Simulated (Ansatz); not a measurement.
For hexagonal BN, r²SCAN+rVV10 (Ansatz, a first-principles code, PAW) gives:

```
Item                  Result
-------------------  -------
lattice parameter a  2.501 Å
lattice parameter c  6.526 Å
```

**Question.** What does r²SCANh in Ansatz (PAW) give for the same quantities?

**Answer.** 
- lattice constant a: 2.496 Å (drops by 0.2 %)
- lattice parameter c: 6.892 Å (grows by 5.6 %)

For comparison: lattice constant a 2.504 Å (measured, 297 K, no zero-point or thermal correction; as tabulated in Ioffe Institute, New Semiconductor Materials archive); lattice parameter c 6.661 Å (measured, 297 K, not corrected to a static lattice; as tabulated in Ioffe Institute, New Semiconductor Materials archive).

Changes are worked out from the printed values.

Unless a cell is named, each level is at its own relaxed cell (r²SCAN+rVV10 8.83, r²SCANh 9.30 Å³/atom).

Caveats: the cell comes from a level without a dispersion term, which matters for the spacing of layers, chains or molecules (r²SCANh). Ansatz's density-functional and Hartree–Fock values are scalar-relativistic unless marked +SOC, with PAW data made under PBE.
